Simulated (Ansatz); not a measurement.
C5H8 can be A, `C=C1CCC1`, or B, `C=C=CCC`.

Isolated molecules relaxed with PBE0-D4/def2-TZVP in Ansatz; ΔE leaves out vibrations. CBS: MP2 limit from def2 TZ/QZ plus the TZ coupled-cluster correction, frozen cores. Functionals use def2-TZVPP. One conformer a species, not always the lowest.

A:

```xyz
13

C    -0.958    0.971    1.444
C    -0.430    0.306    0.432
C     0.180    0.717   -0.888
C     0.926   -0.640   -0.898
C    -0.020   -1.134    0.223
H    -1.095    2.046    1.402
H    -1.268    0.465    2.352
H     0.777    1.631   -0.903
H    -0.569    0.777   -1.683
H     1.953   -0.540   -0.546
H     0.925   -1.201   -1.833
H     0.420   -1.660    1.072
H    -0.841   -1.739   -0.173
```

B:

```xyz
13

C     2.101    0.095   -1.776
C     1.063   -0.292   -1.096
C     0.019   -0.670   -0.417
C    -1.007    0.258    0.165
C    -1.085    0.152    1.683
H     3.043    0.325   -1.287
H     2.062    0.197   -2.856
H    -0.119   -1.736   -0.238
H    -0.776    1.283   -0.132
H    -1.986    0.016   -0.265
H    -1.318   -0.869    1.996
H    -0.134    0.432    2.142
H    -1.862    0.809    2.081
```

Question: Which isomer does CCSD(T)/CBS put lower? Give the gap. (Best estimate.)

Answer: The calculation gave: A, by 5.3 kcal/mol.

Question: Give E(B) − E(A) in kcal/mol with B2PLYP, CCSD(T)/def2-SVP, PBE-D4, r2SCAN-D4, MP2/def2-TZVPP, BLYP-D4, LDA (SPW92). (Estimate.)

Answer: Computed: B2PLYP 3.0, CCSD(T)/def2-SVP 6.2, PBE-D4 5.0, r2SCAN-D4 3.9, MP2/def2-TZVPP 7.2, BLYP-D4 -0.3, LDA (SPW92) 8.7. The order is the other way round with BLYP-D4.

Question: Does the order hold for the free energy at 298.15 K (harmonic terms from PBE0-D4)? (Best estimate.)

Answer: Ansatz gave: Yes: G(B) − G(A) = +2.9 kcal/mol, for one conformer each.

Largest T1 diagnostic: 0.011.

In def2-TZVPP, CCSD(T) changes the Hartree–Fock value by +2.8 kcal/mol (the triples alone add −0.2 kcal/mol) and MP2 by +4.4 kcal/mol. From PBE to PBE0 (25 % exact exchange), in def2-TZVPP and without D4, E(B) − E(A) moves by +2.6 kcal/mol.
